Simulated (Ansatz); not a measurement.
Relaxation of C₃H₉Cl (13 atoms, charge 0, multiplicity 1), to a largest force component of 0.02 eV/Å in at most 40 steps.

These are results of UKS PBE-D4/STO-3G in Ansatz 0.2.0, not measurements.

```xyz
13
Properties=species:S:1:pos:R:3
C 0.811 -0.034 -1.551
C -0.707 -0.090 -1.656
H 1.269 -0.684 -2.294
H 1.170 0.979 -1.718
H 1.141 -0.357 -0.566
H -1.170 0.574 -0.928
H -1.066 -1.101 -1.476
H -1.031 0.215 -2.650
C -0.077 0.028 2.433
Cl -0.150 0.865 4.002
H 0.624 -0.797 2.521
H 0.258 0.739 1.684
H -1.071 -0.339 2.197
```

Q: Where does it end, and by what steps?

A: The forces met the threshold. Limits of this set-up: minimal basis. After 27 steps the energy has fallen by 0.136 eV; Cl10 moved furthest, 0.73 Å.

```csv
step,energy less start (eV),largest force component (eV/Å),accepted
0,0.0000,1.534,yes
1,-0.1226,0.438,yes
2,-0.1317,0.173,yes
3,-0.1328,0.021,yes
4,-0.1333,0.062,yes
5,-0.1335,0.047,yes
6,-0.1337,0.028,yes
7,-0.1340,0.036,yes
8,-0.1341,0.034,yes
9,-0.1344,0.046,yes
10,-0.1346,0.056,yes
11,-0.1347,0.045,yes
12,-0.1348,0.042,yes
13,-0.1350,0.043,yes
14,-0.1351,0.045,yes
15,-0.1352,0.048,yes
16,-0.1353,0.060,yes
17,-0.1354,0.055,yes
18,-0.1355,0.054,yes
19,-0.1356,0.043,yes
20,-0.1358,0.027,yes
21,-0.1359,0.026,yes
22,-0.1360,0.031,yes
23,-0.1360,0.026,yes
24,-0.1361,0.029,yes
25,-0.1362,0.029,yes
26,-0.1363,0.024,yes
27,-0.1363,0.016,yes
```

```xyz
13
Properties=species:S:1:pos:R:3
C 0.805 -0.107 -1.506
C -0.743 -0.024 -1.474
H 1.140 -0.926 -2.170
H 1.241 0.839 -1.881
H 1.213 -0.297 -0.495
H -1.080 0.801 -0.818
H -1.180 -0.968 -1.095
H -1.146 0.158 -2.488
C 0.012 0.076 2.245
Cl -0.715 0.408 3.899
H 0.912 -0.556 2.378
H 0.285 1.045 1.780
H -0.743 -0.449 1.627
```

Whether the end is a true minimum wasn't checked by a vibrational analysis.

Run time: 74 s on 1 thread of Arm Neoverse V1, on a shared host, peak memory 0.13 GiB.
